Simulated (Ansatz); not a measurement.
A calculation with Ansatz (development build ahead of 0.2.0).

```yaml
crystal:
  periodic: [false, false, false]
  atoms:
    - { symbol: H, position_ang: [0.0, 0.29633, -1.17557] }
    - { symbol: P, position_ang: [0.0, -0.60435, -0.00462] }
    - { symbol: O, position_ang: [0.0, 0.30802, 1.1802] }
basis:
  gaussian: { orbitals: def2-SVP }
hamiltonian:
  xc: hf
correlation:
  method: ccsd_t
  frozen_orbitals: { H: 0, O: 1, P: 5 }
scf:
  omitted_lower_state_checks: [starts, atomic_configurations, cluster_reference, orbital_swaps, given_window_search, neighbouring_geometries, increment]
```

The input is written out in the form of the current development build from the run's settings.

The run gave:

* Converged: yes
* Reference energy: -415.96973 hartree
* Correlation energy: -0.33025 hartree
* Total energy: -416.29998 hartree
* Stability test: minimum among restricted orbitals
